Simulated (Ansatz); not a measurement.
## How basis sets differ on BF (SMILES [B]F)

BF, singlet, SMILES `[B]F`. Each level relaxes the structure for itself.

Each level gives the harmonic wavenumber (cm⁻¹). The values are calculated.

```
                           level                 kind  program  value (cm⁻¹)
          MP2/x2c-SVPall (sfX2C)  perturbation theory   Ansatz          1440
MP2/6-31G* (Cartesian functions)  perturbation theory   Ansatz          1410
                 MP2/aug-cc-pVDZ  perturbation theory   Ansatz          1271
                     MP2/cc-pVTZ  perturbation theory   Ansatz          1425
         MP2/x2c-TZVPall (sfX2C)  perturbation theory   Ansatz          1417
```

Harmonic and unscaled. The values span 1271 to 1440 cm⁻¹.
